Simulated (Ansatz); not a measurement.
## HNC, singlet: the ladder up to full CI

Geometry: a point of a breathe scan, not a stationary point.

```xyz
3

N     0.0000    0.0000    0.1114
C     0.0000    0.0000   -2.2248
H     0.0000    0.0000    2.1134
```

Basis 6-31G; Ansatz 0.2.0. Only valence electrons are correlated (noble-gas cores frozen), which leaves 10 electrons in 18 orbitals. Prefix R: restricted or restricted open-shell reference; prefix U: unrestricted. Active spaces: pair = (2e, 2o) about the gap; valence = (10e, 9o) chosen from the atoms' valence shells.

Full CI is exact within this basis and frozen core; it isn't the basis-set limit. The frozen core follows each run's orbitals, which can shift R against U totals by a few meV.

Unrestricted rows (U) aren't spin-pure: their determinants' ⟨S²⟩ exceeds S(S+1) by up to 2.87, so they mix in states of higher spin. Coupled cluster chose its determinant by a search with trial CCSD, here up to 3.93 eV above the lowest Hartree–Fock solution of its kind.

The R cluster runs have T1 = 0.100 on a determinant 3.93 eV above the lowest RHF solution, and RCCSD ends 1.40 eV below full CI, on another root of its equations, so RMP2, RCCSD, RCCSD(T), RCCSDT(Q), RCCSDT aren't compared. RHF is unstable: UHF (⟨S²⟩ = 2.87) lies 7.80 eV below the lowest RHF solution. Higher spins weren't run at this geometry and may lie near or lower.

* UHF ⟨S²⟩: 2.868
* T1 diagnostic (RCCSD): 0.0997
* largest doubles amplitude (RCCSD): 0.812

```json
{"level": "UHF", "E − E(full CI) (kJ/mol)": "248.0", "share of correlation (%)": "82.02", "wall time": "–"}
{"level": "UMP2", "E − E(full CI) (kJ/mol)": "101.3", "share of correlation (%)": "92.66", "wall time": "–"}
{"level": "UCCSD", "E − E(full CI) (kJ/mol)": "19.9", "share of correlation (%)": "98.56", "wall time": "–"}
{"level": "UCCSD(T)", "E − E(full CI) (kJ/mol)": "12.8", "share of correlation (%)": "99.07", "wall time": "2.7 s"}
{"level": "BCCD(T)*", "E − E(full CI) (kJ/mol)": "-561.2", "share of correlation (%)": "140.69", "wall time": "1.5 s"}
{"level": "UCCSDT", "E − E(full CI) (kJ/mol)": "6.0", "share of correlation (%)": "99.56", "wall time": "–"}
{"level": "UCCSDT(Q)", "E − E(full CI) (kJ/mol)": "5.1", "share of correlation (%)": "99.63", "wall time": "8 s"}
{"level": "RCCSDTQ*", "E − E(full CI) (kJ/mol)": "-3.3", "share of correlation (%)": "100.24", "wall time": "40 s"}
{"level": "CASSCF (valence space)", "E − E(full CI) (kJ/mol)": "168.2", "share of correlation (%)": "87.81", "wall time": "–"}
{"level": "NEVPT2 (valence space)", "E − E(full CI) (kJ/mol)": "53.2", "share of correlation (%)": "96.15", "wall time": "3.9 s"}
{"level": "MRCISD (valence space)", "E − E(full CI) (kJ/mol)": "7.2", "share of correlation (%)": "99.48", "wall time": "–"}
{"level": "MRCISD+Q (valence space)", "E − E(full CI) (kJ/mol)": "2.5", "share of correlation (%)": "99.82", "wall time": "5.5 s"}
```

An asterisk marks runs whose energy the program itself flagged as in doubt.

The correlation energy at full CI, counted from the determinant under the R cluster runs, is -14.295 eV. That run took 4 min on 1 thread of Arm Neoverse V1, shared host over 18,367,552 determinants.

Run but not shown, since their state, orbitals or frozen core can't be matched to the reference's or they repeat it: RHF, RMP2, CISD, RCCSD, RCCSD(T), RCCSDT, CISDTQ, RCCSDT(Q), CASSCF (pair space), NEVPT2 (pair space), MRCISD (pair space), MRCISD+Q (pair space).

Times hold each run's SCF and search for its determinant on a shared host, so for small cases they say little of a method's own cost; they ran on 1 thread of Arm Neoverse V1.

More than 5 meV below full CI, which no variational method can be: BCCD(T), RCCSDTQ.

The full-CI state has the irrep A1 of C2v, in the program's axes (one component, if the state is degenerate).

Natural occupations of full CI about the gap: 1.979 1.941 1.583 1.243 1.243 0.748 0.748 0.405 0.059 0.012; effectively unpaired electrons, Σ n²(2−n)², 4.41. No single determinant describes this state well, so single-reference rows can miss without a flag.
